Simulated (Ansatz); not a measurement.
# BCl2 (SMILES Cl[B]Cl), step by step

Aim: a single-point energy (ROHF/LANL2DZ), then a single-point energy (CASCI(5,5)/LANL2DZ), then a geometry optimisation (CASSCF(5,5)/LANL2DZ), then a single-point energy (ROCCSD(T)/LANL2DZ) of BCl2. 

Program for the calculation: Ansatz 0.2.0.

7 further runs of the same task are left out: 7 for a known fault of the program.

**1. The molecule**

The species is BCl2 (3 atoms), meant as a doublet with charge 0. As SMILES, `Cl[B]Cl`. The shape is that of a PBE0-D4/def2-TZVP optimisation.

Bond lengths: Cl1–B2 1.720 Å, B2–Cl3 1.720 Å. Angles: Cl1–B2–Cl3 125.4°.

**2. A single-point energy at ROHF/LANL2DZ (core potential) (run 1)**

File input.yaml:

```yaml
basis:
  gaussian:
    orbitals: LANL2DZ.json
crystal:
  periodic: [false, false, false]
  atoms:
    - {symbol: Cl, position_ang: [0.371500, -1.525600, 0.030000]}
    - {symbol: B, position_ang: [-0.463900, -0.050300, -0.256900]}
    - {symbol: Cl, position_ang: [0.081500, 1.511100, 0.213700]}
magnetization:
  spin_polarized: false
  initial_magnetization: 1
hamiltonian:
  xc: hf
output:
  orbitals: {seedname: orbitals}
```

The basis set LANL2DZ is read from a file made from the Basis Set Exchange's data (not shown).

Run with:

```
$ ansatz run input.yaml --threads 1 --pin off --max-ram 2610MiB --events-out events.jsonl --progress --plain --runs-dir runs
```

Standard output:

```text
Warning: RAYON_NUM_THREADS=1 ignored (pool sized by the plan → 1); use --threads N
Functional definition: HF
  name "HF"
  exchange = exact_x
  correlation = 0
380 factors; integrals over basis functions are off by at most 1.2e-4 eV
mean field evaluation 1: about -1470.1170 eV, gradient 1.4e1 eV
mean field evaluation 2: about -1470.1211 eV, gradient 1.4e1 eV
mean field evaluation 4: about -1471.4628 eV, gradient 1.7e0 eV
mean field evaluation 8: about -1471.4944 eV, gradient 3.1e-4 eV
mean field evaluation 16: about -1471.4944 eV, gradient 1.4e-5 eV
mean field -1471.49436724 eV, -54.0764205813 hartree, gradient 1.4e-5 eV, S^2 0.750000; 0 other end points of the search recorded, 0 dependent functions left out
reference -1471.49436724 eV, -54.0764205813 hartree; 10, 9 occupied and 15, 16 virtual orbitals, 380 factors
Total energy: -1471.49436724 eV, -54.0764205813 hartree
```

Wall time 0.2 s (1 thread of Arm Neoverse N1, shared host).

**3. A single-point energy at CASCI(5,5)/LANL2DZ (core potential) (run 2)**

File in.yaml:

```yaml
crystal:
  periodic: [false, false, false]
  atoms:
    - {symbol: Cl, position_ang: [0.371500, -1.525600, 0.030000]}
    - {symbol: B, position_ang: [-0.463900, -0.050300, -0.256900]}
    - {symbol: Cl, position_ang: [0.081500, 1.511100, 0.213700]}
basis:
  gaussian:
    orbitals: LANL2DZ.json
magnetization:
  spin_polarized: false
  initial_magnetization: 1
correlation:
  active_space: {window: {electrons: 5, orbitals: 5}, shells: [{species: B, l: p, shell: 2}], fixed_orbitals: true}
```

The basis set LANL2DZ is read from a file made from the Basis Set Exchange's data (not shown).

Run with:

```
$ ansatz run in.yaml --threads 1 --pin off --max-ram 2610MiB --events-out events.jsonl --progress --plain --runs-dir runs
```

Standard output:

```text
Warning: RAYON_NUM_THREADS=1 ignored (pool sized by the plan → 1); use --threads N
[... 4 set-up lines as earlier in the session ...]
380 factors; integrals over basis functions are off by at most 1.2e-4 eV
mean field evaluation 1: about -1470.1170 eV, gradient 1.4e1 eV
mean field evaluation 2: about -1470.1211 eV, gradient 1.4e1 eV
mean field evaluation 4: about -1471.4628 eV, gradient 1.7e0 eV
mean field evaluation 8: about -1471.4944 eV, gradient 3.1e-4 eV
mean field -1471.49436724 eV, -54.0764205813 hartree, gradient 4.8e-6 eV, S^2 0.750000; 0 other end points of the search recorded, 0 dependent functions left out
reference -1471.49436724 eV, -54.0764205813 hartree; 10, 9 occupied and 15, 16 virtual orbitals, 380 factors
state -1471.53265650 eV, -54.0778276856 hartree
Total energy: -1471.53265650 eV, -54.0778276856 hartree
```

Wall time 0.2 s (1 thread of Arm Neoverse N1, shared host).

**4. A structure relaxation at CASSCF(5,5)/LANL2DZ (core potential, root 2, 4 states averaged) (run 10)**

File run.yaml:

```yaml
crystal:
  periodic: [false, false, false]
  atoms:
    - {symbol: Cl, position_ang: [0.371500, -1.525600, 0.030000]}
    - {symbol: B, position_ang: [-0.463900, -0.050300, -0.256900]}
    - {symbol: Cl, position_ang: [0.081500, 1.511100, 0.213700]}
basis:
  gaussian: {orbitals: LANL2DZ.json}
magnetization: {spin_polarized: false, initial_magnetization: 1}
relax: {max_steps: 40}
correlation:
  active_space: {window: {electrons: 5, orbitals: 5}, shells: [{species: B, l: p, shell: 2}], states: [{multiplicity: 2, weights: [1, 1, 1]}, {multiplicity: 4, weights: [1]}], root: 1}
```

The basis set LANL2DZ is read from a file made from the Basis Set Exchange's data (not shown).

Run with:

```
$ ansatz run run.yaml --threads 1 --pin off --max-ram 2610MiB --events-out events.jsonl --progress --plain --runs-dir runs
```

Standard output:

```text
Warning: RAYON_NUM_THREADS=1 ignored (pool sized by the plan → 1); use --threads N
The last accepted step is kept in runs//last_step.txt (removed where the run ends without a failure and the disk answers)
[... 16 lines left out ...]
WARN: the results are in doubt because the active space keeps only 0.13 of an open shell, of an orbital that "shells" chose or of one that was active at an earlier place
[... 56 lines left out ...]
WARN: the results are in doubt because the active space keeps only 0.00 of an open shell, of an orbital that "shells" chose or of one that was active at an earlier place
[... 61 lines left out ...]
WARN: the results are in doubt because the active space keeps only 0.00 of an open shell, of an orbital that "shells" chose or of one that was active at an earlier place
[... 56 lines left out ...]
WARN: the results are in doubt because the active space keeps only 0.00 of an open shell, of an orbital that "shells" chose or of one that was active at an earlier place
[... 55 lines left out ...]
WARN: the results are in doubt because the active space keeps only 0.00 of an open shell, of an orbital that "shells" chose or of one that was active at an earlier place
[... 2 lines left out ...]
Error: geometry relaxation did not converge after 40 steps: max|allowed force component| = 7.86e-1 eV/Å (threshold 1.0e-2). Raise `relax.max_steps` over both its present limit and 40, loosen `relax.f_tol`, or start from a geometry closer to equilibrium. Where this run's directory can be resumed (`checkpoint.write`), a resume goes on for up to `relax.max_steps` more
```

Wall time 32 s (1 thread of Arm Neoverse N1, shared host).

The iterations ended before the threshold was met.

**5. The energy at ROCCSD(T)/LANL2DZ (core potential) (run 11)**

File run.yaml:

```yaml
basis:
  gaussian:
    orbitals: LANL2DZ.json
crystal:
  periodic: [false, false, false]
  atoms:
    - {symbol: Cl, position_ang: [0.371500, -1.525600, 0.030000]}
    - {symbol: B, position_ang: [-0.463900, -0.050300, -0.256900]}
    - {symbol: Cl, position_ang: [0.081500, 1.511100, 0.213700]}
magnetization:
  spin_polarized: false
  initial_magnetization: 1
correlation:
  method: ccsd_t
```

The basis set LANL2DZ is read from a file made from the Basis Set Exchange's data (not shown).

Run with:

```
$ ansatz run run.yaml --threads 1 --pin off --max-ram 2610MiB --events-out events.jsonl --progress --plain --runs-dir runs
```

Standard output, shortened:

```text
Warning: RAYON_NUM_THREADS=1 ignored (pool sized by the plan → 1); use --threads N
[... 2 set-up lines as earlier in the session ...]
[...]
380 factors; integrals over basis functions are off by at most 1.2e-4 eV
[...]
mean field -1471.49436724 eV, -54.0764205813 hartree, gradient 4.8e-6 eV, S^2 0.750000; 1 other end points of the search recorded, 0 dependent functions left out
determinant -1471.49436724 eV, -54.0764205813 hartree, with singles and doubles -1474.76045095 eV, -54.1964469441 hartree
determinant -1468.84520909 eV, -53.9790658148 hartree, with singles and doubles -1472.31431960 eV, -54.1065532746 hartree
1 core orbitals not correlated: weight in the atoms' cores, before any rotation towards them, 1.000 or more for the frozen orbitals, at most 0.000 for the correlated occupied ones
reference -1471.49436724 eV, -54.0764205813 hartree; 9, 8 occupied and 15, 16 virtual orbitals, 380 factors
second order -2.79963927 eV of doubles, -0.01778426 eV of singles
cycle   1  -3.26621786 eV  change   -1.3e-4 eV  update   3.8e-4
[...]
cycle   6  -3.26633304 eV  change   -6.4e-6 eV  update   2.7e-6
perturbative correction -0.09839526 eV, -0.0036159591 hartree
Total energy: -1474.85909554 eV, -54.2000720656 hartree
```

Wall time 1.1 s (1 thread of Arm Neoverse N1, shared host).

**6. Outcome**

| quantity | value |
| --- | --- |
| run 1, ROHF/LANL2DZ: total energy | -54.07642 Eh |
| run 1, ROHF/LANL2DZ: ⟨S²⟩ | 0.750 |
| run 2, CASCI(5,5)/LANL2DZ: total energy | -54.07783 Eh |
| run 11, ROCCSD(T)/LANL2DZ: total energy | -54.20007 Eh |
| run 11, ROCCSD(T)/LANL2DZ: correlation energy (1 core orbital frozen) | -123.7 mEh |
| run 11, ROCCSD(T)/LANL2DZ: (T) correction | -3.62 mEh |
| run 11, ROCCSD(T)/LANL2DZ: ⟨S²⟩ of the reference determinant | 0.750 |
| run 11, ROCCSD(T)/LANL2DZ: T1 diagnostic | 0.019 |
| run 10, CASSCF(5,5)/LANL2DZ | no result (not converged) |

**Reading.** The triples (run 11, ROCCSD(T)/LANL2DZ) make up 2.9 % of the correlation energy. 1 of the 4 runs did not end normally.
